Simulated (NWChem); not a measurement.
# fluoromethane (CH3F); SMILES CF

All runs: NWChem. All runs use the structure optimised with B3LYP/6-31G* (spherical d). Solvent water, SMD (1 M gas to 1 M solution), gas-phase geometry.

Q: Taking M06-2X/def2-TZVPD as the yardstick, which of these has the fewest basis functions while keeping “solvation free energy (kcal/mol)” within 1.0 kcal/mol of it: M06-2X/STO-3G; M06-2X/def2-TZVP; M06-2X/def2-SVPD; M06-2X/def2-SVP?

A: M06-2X/def2-SVP.
```
level              basis functions  solvation free energy (kcal/mol)
-----------------  ---------------  --------------------------------
M06-2X/STO-3G                   13                               2.0
M06-2X/def2-SVP                 43                              -0.2
M06-2X/def2-SVPD                67                              -0.4
M06-2X/def2-TZVP                80                              -0.3
M06-2X/def2-TZVPD              104                              -0.3
```

The yardstick is one finite set, not the basis-set limit.
